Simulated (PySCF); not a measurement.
Level of theory: PBE-D3(BJ)/def2-TZVP // PBE-D3(BJ)/def2-SVP (PySCF). All species are isolated molecules in the gas phase. Delta-SCF ions had no search for a lower state. 

Reference species (SMILES): `N` (neutral, multiplicity 1).

| Property | Result |
|---|---|
| vertical ionisation energy (Delta-SCF) | 11.04 eV |
| HOMO–LUMO gap | 6.29 eV |
| dipole moment | 1.80 D |

Changed species: `CC#N` (free base CH3CN; the reference has free base NH3).

Problem. Predict the effect on the vertical ionisation energy (Delta-SCF), HOMO–LUMO gap and dipole moment.

Solution. the vertical ionisation energy (Delta-SCF) goes up by 0.96 eV, to 12.00 eV; the HOMO–LUMO gap increases by 1.31 eV, to 7.60 eV; the dipole moment increases by 2.16 D, to 3.96 D.
